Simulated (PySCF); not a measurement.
CHF3.

```xyz
5

F      1.0807     0.6239    -0.1277
C      0.0000     0.0000     0.3364
F      0.0000    -1.2479    -0.1277
F     -1.0807     0.6239    -0.1277
H      0.0000     0.0000     1.4290
```

Coordinates come from a PBE0-D3(BJ)/def2-TZVP optimisation.

Calculation: PBE0/pcSseg-2 run with PySCF. Non-relativistic, no solvent.

Computed absolute GIAO shielding of each atom: isotropic value and principal components (ppm):
| atom | σ(iso) | σ11 | σ22 | σ33 | span |
|---|---|---|---|---|---|
| F1 | 262.8 | 175.2 | 269.3 | 343.9 | 168.7 |
| C2 | 57.9 | 40.9 | 66.3 | 66.3 | 25.4 |
| F3 | 262.8 | 175.2 | 269.3 | 343.9 | 168.7 |
| F4 | 262.8 | 175.2 | 269.3 | 343.9 | 168.7 |
| H5 | 25.1 | 22.9 | 22.9 | 29.3 | 6.4 |
